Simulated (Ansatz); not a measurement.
Born–Oppenheimer molecular dynamics of C$_{4}$H$_{5}$FO (11 atoms, charge 0, multiplicity 1). It starts at the highest image of a converged band. Of that band: Neighbouring images differ by up to 1.4 eV, so the band resolves the path poorly. A vibrational analysis at the climbing image gives one clearly imaginary mode, 1133i cm⁻¹: a first-order saddle point.

These are results of Ansatz, RKS PBE/def2-SVP, not measurements.

```yaml
ensemble: NVE (velocity Verlet)
time_step: 0.5 fs
steps_asked: 200
starting_velocities_drawn_for: 100 K
seed: 12196
```

First frame:

```xyz
11
Properties=species:S:1:pos:R:3
C 0.126 -0.391 1.289
C 0.482 0.209 -0.057
O 0.790 -0.788 -1.091
C -0.630 0.086 -1.990
C -0.605 0.830 -0.852
F -1.370 1.863 -0.513
H 0.977 -0.988 1.674
H -0.762 -1.048 1.204
H -0.096 0.411 2.022
H 1.395 0.844 0.022
H -0.240 -1.084 -1.689
```

Task: What does the run give?

Result: All steps were run.

* steps done: 200
* time covered: 100 fs
* mean temperature over the second half: 130 K
* spread of the potential energy over the second half: 1.7 meV per atom
* mean potential energy of the second half above the start: -3.2 meV per atom

The conserved energy stayed within 0.086 meV per atom of its start (net change 0.038 meV per atom), so the integration is sound. The kinetic energy rose, since the run started high on the potential surface and went downhill. A run of 0.1 ps of so small a system gives no equilibrium averages. The orbitals stay closed-shell, which can raise the energy where a bond breaks towards radicals; this wasn't checked here.

Task: What happens to the structure?

Result: Between its relaxed ends the band would form O3–H11 and break O3–C4, C4–H11. These pairs go: O3–H11 1.23 → 0.97 Å, O3–C4 1.89 → 2.71 Å, C4–H11 1.27 → 3.49 Å. In the last frame they stand as after the step (other bonds may differ from the relaxed reactants and products). It ends as one piece, C4H5FO. Pairs count as bonded within 1.25 times the sum of covalent radii (0.12 Å more for H–H). This is one draw of velocities; another would differ in detail.

Task: How do temperature and energy run in time?

Result: 
```tsv
time (fs)	T (K)	potential energy less start (eV)	conserved less start (meV/atom)
0.0	100	0.000	0.00
8.0	41	0.070	0.08
16.0	182	-0.095	0.03
24.0	368	-0.312	0.04
32.0	322	-0.258	0.03
40.0	173	-0.085	0.02
48.0	100	0.001	0.06
56.0	125	-0.028	0.01
64.0	114	-0.015	0.06
72.0	135	-0.041	0.03
80.0	139	-0.045	0.04
88.0	143	-0.049	0.05
96.0	148	-0.056	0.02
```

Run time: 5.4 min on 2 threads of Intel(R) Xeon(R) Platinum 8488C (Sapphire Rapids), with other jobs on the host, peak memory 0.17 GiB.
